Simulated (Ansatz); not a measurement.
Compare A (`C#CNC`) with its isomer B (`C1=CNC1`).

Gas-phase electronic energies from Ansatz, PBE0-D4/def2-TZVP geometries. CCSD(T)/CBS adds triple-zeta CCSD(T) − MP2 to the extrapolated MP2 energy (def2 sets, frozen cores). Functionals use def2-TZVPP.

A:

```xyz
9

C    -1.396   -1.203    1.207
C    -0.402   -0.727    0.723
N     0.692   -0.151    0.212
C     0.514    0.909   -0.766
H    -2.265   -1.626    1.649
H     1.438   -0.796    0.000
H     1.487    1.345   -0.994
H    -0.117    1.687   -0.335
H     0.050    0.561   -1.696
```

B:

Z-matrix (Å, degrees):
```
C
C 1 1.507
N 1 1.493 2 86.9
H 1 1.093 2 117.2 3 -113.8
H 1 1.093 2 115.6 3 114.2
C 2 1.339 1 89.0 3 -4.1
H 2 1.078 1 134.6 3 168.1
H 3 1.015 1 115.9 2 122.4
H 6 1.084 2 136.9 1 -179.9
```

Which isomer does CCSD(T)/CBS put lower? Give the gap. (An estimate is asked.)

The calculation gave: B, by 28.7 kJ/mol.

Give E(B) − E(A) in kJ/mol with LDA (SPW92), HF/def2-TZVPP, PBE0-D4, CCSD/def2-TZVPP, BLYP-D4, CCSD(T)/def2-TZVPP, MP2/def2-TZVPP. (An estimate is asked.)

Ansatz gave: LDA (SPW92) -53.6, HF/def2-TZVPP -2.2, PBE0-D4 -41.4, CCSD/def2-TZVPP -25.5, BLYP-D4 -13.7, CCSD(T)/def2-TZVPP -28.7, MP2/def2-TZVPP -25.7. None reverses the order clearly.

Does the order hold for the free energy at 298.15 K (harmonic terms from PBE0-D4)? (An estimate is asked.)

The calculation gave: Yes: G(B) − G(A) = -18.4 kJ/mol.

Largest T1 diagnostic: 0.012.

In def2-TZVPP, CCSD(T) changes the Hartree–Fock value by −26.5 kJ/mol (the triples alone add −3.2 kJ/mol) and MP2 by −23.6 kJ/mol. Leaving LDA and LC-ωPBE aside and taking each functional with its dispersion term where it has one, the values, not all of them listed here, spread over 27.9 kJ/mol, from HSE06-D4 to BLYP-D4. LDA lies −15.4 kJ/mol from PBE without D4.
